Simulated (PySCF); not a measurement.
# Exercise with solution: chemical shift, span and skew from a shielding tensor

nitrogen (N2), SMILES N#N. Atoms are numbered in the order given.

```xyz
2

N      0.0000     0.0000    -0.5447
N      0.0000     0.0000     0.5447
```
Charge 0, spin multiplicity 1.

Coordinates come from a PBE0-D3(BJ)/def2-TZVPD optimisation.

GIAO shieldings from PBE0/pcSseg-2 run with PySCF, non-relativistic, no solvent. The symmetric part of the tensor of N1 has the principal values -300.0, -300.0, 339.9 ppm. The same nucleus in NH3 has σ = 263.3 ppm at this level (PySCF, at its B3LYP-D3(BJ)/def2-TZVP geometry).

Q: Work out the isotropic shielding, the ¹⁵N shift against NH3, the span and the skew.

A: 
σ(iso) = (σ11 + σ22 + σ33)/3 = -86.7 ppm. δ = σ(ref) − σ(iso) = 263.3 − (-86.7) = 350.0 ppm.
Span Ω = σ33 − σ11 = 639.9 ppm. Skew κ = 3(σ(iso) − σ22)/Ω = 1.00, an axial tensor. Tumbling in solution averages the tensor to δ; in a static solid the shielding alone would spread this spin-1/2 line over Ω.
